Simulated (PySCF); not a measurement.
PySCF input (PBE/pcseg-3):

```python
import numpy as np, basis_set_exchange as bse
from pyscf import gto, scf, dft, df
from pyscf.prop.polarizability import rks as pol

basis = {'C': gto.basis.parse(bse.get_basis('pcseg-3', elements=['C'], fmt='nwchem')), 'H': gto.basis.parse(bse.get_basis('pcseg-3', elements=['H'], fmt='nwchem')), 'Si': gto.basis.parse(bse.get_basis('pcseg-3', elements=['Si'], fmt='nwchem'))}
mol = gto.M(
    atom='''
    C     0.00340141   -0.00638779   -1.24205632
    Si   -0.00173623    0.00326060    0.63399891
    H     0.01183572   -1.02821844   -1.62563804
    H    -0.88242631    0.49513333   -1.63592148
    H     0.88398944    0.50792232   -1.63114986
    H    -0.01319887    1.39426270    1.14918674
    H    -1.20047879   -0.69691575    1.15669009
    H     1.20417751   -0.67950585    1.16318579
    ''',
    basis=basis,
    charge=0,
    verbose=4,
    max_memory=8640,
)
mf = dft.RKS(mol, xc='pbe')
mf.grids.level = 3
mf = mf.density_fit(auxbasis=df.autoaux(mol))
mf.conv_tol = 1e-9
mf.max_cycle = 100
print('smallest overlap eigenvalue', np.linalg.eigvalsh(mol.intor('int1e_ovlp'))[0])
mf.kernel()
dip = mf.dip_moment()
p = pol.Polarizability(mf)
p.max_cycle_cphf = 60
alpha = p.polarizability()
print('polarisability/bohr^3', alpha.trace() / 3)
```

Output:

```
PySCF version 2.14.0

[INPUT] verbose = 4
[INPUT] num. atoms = 8
[INPUT] num. electrons = 26
[INPUT] charge = 0
[INPUT] spin (= nelec alpha-beta = 2S) = 0
[INPUT] symmetry False subgroup None
[INPUT] Mole.unit = angstrom
[INPUT] Symbol           X                Y                Z      unit          X                Y                Z       unit  Magmom
[INPUT]  1 C      0.003401410000  -0.006387790000  -1.242056320000 AA    0.006427733337  -0.012071173641  -2.347146276085 Bohr   0.0
[INPUT]  2 Si    -0.001736230000   0.003260600000   0.633998910000 AA   -0.003280999189   0.006161641002   1.198084303173 Bohr   0.0
[INPUT]  3 H      0.011835720000  -1.028218440000  -1.625638040000 AA    0.022366269287  -1.943051247828  -3.072010673275 Bohr   0.0
[INPUT]  4 H     -0.882426310000   0.495133330000  -1.635921480000 AA   -1.667544051011   0.935666388844  -3.091443558493 Bohr   0.0
[INPUT]  5 H      0.883989440000   0.507922320000  -1.631149860000 AA    1.670497938608   0.959834077354  -3.082426503523 Bohr   0.0
[INPUT]  6 H     -0.013198870000   1.394262700000   1.149186740000 AA   -0.024942249454   2.634774648697   2.171648204582 Bohr   0.0
[INPUT]  7 H     -1.200478790000  -0.696915750000   1.156690090000 AA   -2.268576131449  -1.316979899396   2.185827481099 Bohr   0.0
[INPUT]  8 H      1.204177510000  -0.679505850000   1.163185790000 AA    2.275565699261  -1.284079956540   2.198102575086 Bohr   0.0

nuclear repulsion = 62.8175728634908
number of shells = 100
number of NR pGTOs = 419
number of NR cGTOs = 322
basis = {'C': [[0, [143581.0, 2.6719e-05], [21513.3, 0.000207621], [4897.4, 0.00109088], [1387.22, 0.00459228], [452.628, 0.0165435], [163.519, 0.0521382], [63.9884, 0.141043], [27.1173, 0.291555], [10.2722, 0.5]], [0, [15.6528, 0.120341], [4.78395, 0.5], [2.1371, 0.245824]], [0, [0.66586, 1.0]], [0, [0.259029, 1.0]], [0, [0.0971914, 1.0]], [1, [147.543, 0.000865129], [34.7418, 0.00718201], [10.8264, 0.0364875], [4.15975, 0.106349], [1.70307, 0.282579], [0.731895, 0.5]], [1, [0.315028, 1.0]], [1, [0.131999, 1.0]], [1, [0.0517848, 1.0]], [2, [5.2, 1.0]], [2, [1.35, 1.0]], [2, [0.52, 1.0]], [2, [0.2, 1.0]], [3, [1.5, 1.0]], [3, [0.65, 1.0]], [4, [1.4, 1.0]]], 'H': [[0, [765.363, 0.000337953], [114.768, 0.00262513], [26.1385, 0.0137591], [7.41801, 0.057093], [2.43212, 0.192568], [0.880001, 0.5]], [0, [0.338438, 1.0]], [0, [0.134045, 1.0]], [0, [0.0520726, 1.0]], [1, [6.5, 1.0]], [1, [1.55, 1.0]], [1, [0.55, 1.0]], [1, [0.2, 1.0]], [2, [1.95, 1.0]], [2, [0.65, 1.0]], [3, [2.2, 1.0]]], 'Si': [[0, [748049.0, 2.3776e-05], [112062.0, 0.000184772], [25509.9, 0.000970572], [7227.75, 0.00408363], [2358.72, 0.0147048], [851.714, 0.0464497], [332.27, 0.127231], [137.07, 0.290698], [59.2351, 0.492331], [26.4202, 0.5], [11.8097, 0.19784]], [0, [202.163, -0.00544356], [63.3804, -0.0406269], [24.0063, -0.11111], [4.81496, 0.343134], [2.11034, 0.5]], [0, [2.87776, 0.217578], [1.03765, 0.5]], [0, [0.455439, 1.0]], [0, [0.187219, 1.0]], [0, [0.0734028, 1.0]], [1, [2503.18, 0.000160765], [593.277, 0.00141088], [192.197, 0.0079072], [72.0058, 0.033941], [30.2048, 0.102547], [13.5441, 0.247831], [6.26317, 0.428543], [2.92641, 0.5], [1.36081, 0.338283]], [1, [5.75389, -0.0293192], [0.618054, 0.5]], [1, [0.269535, 1.0]], [1, [0.109487, 1.0]], [1, [0.0414472, 1.0]], [2, [6.66, 1.0]], [2, [1.75, 1.0]], [2, [0.52, 1.0]], [2, [0.19, 1.0]], [3, [1.15, 1.0]], [3, [0.38, 1.0]], [4, [0.65, 1.0]]]}
ecp = {}
ETB for C: l = 0, exps = 0.1035696 * 1.8^n , n = 0..16
ETB for C: l = 1, exps = 0.1035696 * 1.8^n , n = 0..13
ETB for C: l = 2, exps = 0.1035696 * 1.8^n , n = 0..12
ETB for C: l = 3, exps = 0.25178480000000003 * 2.2^n , n = 0..6
ETB for C: l = 4, exps = 0.4 * 2.2^n , n = 0..6
ETB for C: l = 5, exps = 0.8500000000000001 * 2.3^n , n = 0..3
ETB for H: l = 0, exps = 0.1041452 * 1.8^n , n = 0..14
ETB for H: l = 1, exps = 0.2520726 * 2^n , n = 0..6
ETB for H: l = 2, exps = 0.4 * 2.2^n , n = 0..5
ETB for H: l = 3, exps = 0.8500000000000001 * 2.2^n , n = 0..3
ETB for H: l = 4, exps = 1.3 * 2.2^n , n = 0..3
ETB for Si: l = 0, exps = 0.0828944 * 1.8^n , n = 0..18
ETB for Si: l = 1, exps = 0.0828944 * 1.8^n , n = 0..15
ETB for Si: l = 2, exps = 0.0828944 * 1.8^n , n = 0..14
ETB for Si: l = 3, exps = 0.2314472 * 2.2^n , n = 0..7
ETB for Si: l = 4, exps = 0.38 * 2.2^n , n = 0..7
ETB for Si: l = 5, exps = 0.5700000000000001 * 2.3^n , n = 0..4
smallest overlap eigenvalue 0.00011612940265231733

******** <class 'pyscf.df.df_jk.DFRKS'> ********
method = DFRKS
initial guess = minao
damping factor = 0
level_shift factor = 0
DIIS = <class 'pyscf.scf.diis.CDIIS'>
diis_start_cycle = 1
diis_space = 8
diis_damp = 0
SCF conv_tol = 1e-09
SCF conv_tol_grad = None
SCF max_cycles = 100
direct_scf = False
XC library pyscf.dft.libxc version 7.1.2
    S. Lehtola, C. Steigemann, M. J. T. Oliveira, and M. A. L. Marques,  SoftwareX 7, 1–5 (2018)
XC functionals = pbe
    J. P. Perdew, K. Burke, and M. Ernzerhof,  Phys. Rev. Lett. 77, 3865 (1996)
    J. P. Perdew, K. Burke, and M. Ernzerhof,  Phys. Rev. Lett. 78, 1396 (1997)
    J. P. Perdew, K. Burke, and M. Ernzerhof,  Phys. Rev. Lett. 77, 3865 (1996)
    J. P. Perdew, K. Burke, and M. Ernzerhof,  Phys. Rev. Lett. 78, 1396 (1997)
radial grids:
    Treutler-Ahlrichs [JCP 102, 346 (1995); DOI:10.1063/1.469408] (M4) radial grids

becke partition: Becke, JCP 88, 2547 (1988); DOI:10.1063/1.454033
pruning grids: <function nwchem_prune>
grids dens level: 3
symmetrized grids: False
atomic radii adjust function: <function treutler_atomic_radii_adjust>
small_rho_cutoff = 0
Set gradient conv threshold to 3.16228e-05
Initial guess from minao.
tot grids = 92152
init E= -330.789263140104
  HOMO = -0.349164566943452  LUMO = -0.045225532452978  gap/eV = 8.27060
cycle= 1 E= -330.972293387896  delta_E= -0.183  |g|= 0.451  |ddm|= 1.64
  HOMO = -0.21123436798247  LUMO = 0.000195542499451323  gap/eV = 5.75330
cycle= 2 E= -330.895282016437  delta_E= 0.077  |g|= 0.678  |ddm|= 0.616
  HOMO = -0.286839277180781  LUMO = -0.0179720109899719  gap/eV = 7.31625
cycle= 3 E= -331.022320327535  delta_E= -0.127  |g|= 0.0598  |ddm|= 0.404
  HOMO = -0.290228686863208  LUMO = -0.0184841456128524  gap/eV = 7.39455
cycle= 4 E= -331.023419230818  delta_E= -0.0011  |g|= 0.0101  |ddm|= 0.0551
  HOMO = -0.290684646850263  LUMO = -0.0185032956176983  gap/eV = 7.40643
cycle= 5 E= -331.023448525594  delta_E= -2.93e-05  |g|= 0.00172  |ddm|= 0.0091
  HOMO = -0.290383281044931  LUMO = -0.0184082717830023  gap/eV = 7.40082
cycle= 6 E= -331.023449238419  delta_E= -7.13e-07  |g|= 0.000498  |ddm|= 0.00175
  HOMO = -0.290430412276467  LUMO = -0.0184290876976583  gap/eV = 7.40153
cycle= 7 E= -331.023449318955  delta_E= -8.05e-08  |g|= 0.000137  |ddm|= 0.000495
  HOMO = -0.290416708196612  LUMO = -0.0184242833430766  gap/eV = 7.40129
cycle= 8 E= -331.02344932395  delta_E= -4.99e-09  |g|= 1.92e-05  |ddm|= 0.00012
  HOMO = -0.290420421734651  LUMO = -0.0184260940538685  gap/eV = 7.40134
cycle= 9 E= -331.023449324068  delta_E= -1.18e-10  |g|= 2.38e-06  |ddm|= 1.93e-05
  HOMO = -0.290419850829274  LUMO = -0.018425819051064  gap/eV = 7.40133
Extra cycle  E= -331.02344932407  delta_E= -2.27e-12  |g|= 2.02e-06  |ddm|= 3.86e-06
converged SCF energy = -331.02344932407
Dipole moment(X, Y, Z, Debye):  0.00224, -0.00422, -0.81855
Isotropic polarizability 44.589965695
Polarizability anisotropy 7.74974387663
polarisability/bohr^3 44.58996569501837
```
